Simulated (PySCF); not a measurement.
Species: C2H3N.
Atom-mapped SMILES: `[CH3:1][C:2]#[N:3]` (hydrogens: H4, H5, H6 on C1)

Structure used (PBE0-D3(BJ)/def2-SVP), in Å, numbered top down from 1:
```
atom  x, y, z in Å
C1    -0.4728    0.0111   -0.0590
C2     0.9703   -0.0697    0.0829
N3     2.1199   -0.1346    0.1955
H4    -0.8440   -0.8295   -0.6627
H5    -0.9557   -0.0246    0.9283
H6    -0.7546    0.9512   -0.5543
```

Computed with core-valence-separated Tamm–Dancoff BHandHLYP/aug-pcX-1 (pcseg-1 on H) in PySCF, non-relativistic, gas phase, PBE0-D3(BJ)/def2-SVP geometry. The energies are unshifted.

The lowest roots of each edge with f over 0.003 (five at most, numbered afresh; weaker and dark ones are left out), with transition dipoles (au) in the frame of the coordinates:

| root | edge | E (eV) | f | μx | μy | μz |
| --- | --- | --- | --- | --- | --- | --- |
| 1 | C | 284.13 | 0.0646 | -0.0107 | -0.0362 | 0.0886 |
| 2 | C | 284.13 | 0.0646 | 0.0014 | 0.0891 | 0.0365 |
| 3 | C | 286.84 | 0.0210 | 0.0031 | 0.0545 | -0.0006 |
| 4 | C | 286.84 | 0.0210 | 0.0053 | -0.0009 | -0.0544 |
| 5 | C | 288.07 | 0.0125 | -0.0046 | -0.0124 | 0.0401 |
| 6 | N | 397.37 | 0.0635 | 0.0089 | 0.0261 | -0.0758 |
| 7 | N | 397.37 | 0.0635 | 0.0017 | 0.0762 | 0.0265 |

Task: Molecules are fixed in this frame and the field points along (1, 0, −1)/√2. What effective strengths 3 f cos²θ do the roots have (θ between field and μ)?

Result: root 1 (C2): 0.103, root 2 (C2): 0.013, root 3 (C1): 0.000, root 4 (C1): 0.038, root 5 (C1): 0.021, root 6 (N3): 0.105, root 7 (N3): 0.009. Averaged over all orientations cos²θ is 1/3, which gives f back. For degenerate partners only the sum has meaning, as the program may mix them freely.

